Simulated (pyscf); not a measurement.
HN=Si(Cl)–Cl (SMILES N=[Si](Cl)Cl) + H₂ (SMILES [H][H]) → H₂N–SiH(Cl)–Cl (SMILES N[SiH](Cl)Cl), an addition across a multiple bond or ene-type step (singlet surface; H–H broken, H–N, H–Si formed). Optimised with ωB97X-D3(BJ)/def2-SVP in PySCF. Energies in kcal/mol from the separated reactants.

Small-basis levels: PySCF, no dispersion term, spherical d functions. AM1 to PM7: differences of heats of formation from MOPAC, which are fitted to 298 K values and so differ in kind from electronic energies by zero-point and thermal terms. Cost: rough CPU time at the saddle relative to B3LYP/6-31G*, from one job on a shared machine.

```csv
level,barrier,reaction energy,cost
HF/STO-3G,70.2,-103.5,0.06
HF/3-21G,35.1,-86.8,0.07
PBE/6-31G*,18.2,-59.2,2
M06-2X/6-31G*,21.2,-67.2,2
AM1,51.8,-37.4,under 0.02
PM6,-0.8,-29.5,under 0.02
PM7,52.8,-11.6,under 0.02
ωB97M-D3(BJ)/def2-TZVP,16.5,-63.5,–
```

Against the last row the barrier runs from -17.2 (PM6) to +53.8 kcal/mol (HF/STO-3G). At PM6 this geometry lies under one side, so the entry may be no barrier of that level: it is a single point on another level's saddle. ωB97M-D3(BJ)/def2-TZVP has limits of its own. At the saddle there is also a short H–Si contact that neither side keeps. This is the saddle that the search found; another between the same sides may lie lower.
